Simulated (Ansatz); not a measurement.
**LiF, singlet: energies of several shapes or isomers**

Program: Ansatz, Gaussian basis, development build. Basis cc-pVDZ, nonrelativistic, 2 orbitals frozen in the corrections; active space CAS(8,5). Restricted Hartree–Fock, then the lowest state-specific CASSCF solution met for each case. On stretched bonds single-reference methods can fail or change state. Unlike active orbitals can shift such differences by tenths of an eV, at times by over 1 eV.

Case A: bond length 2.2979 Å. A bond is stretched, to 1.24 times the sum of the covalent radii.

Case B: bond length 1.5319 Å.

Energy less that of case A, in eV:

```csv
case,RHF/ROHF,CASSCF
B,-1.722,-1.613
```

**Question.** Give the SC-NEVPT2 energies against case A.

**Answer.** B: -1.381 eV (-31.8 kcal/mol).
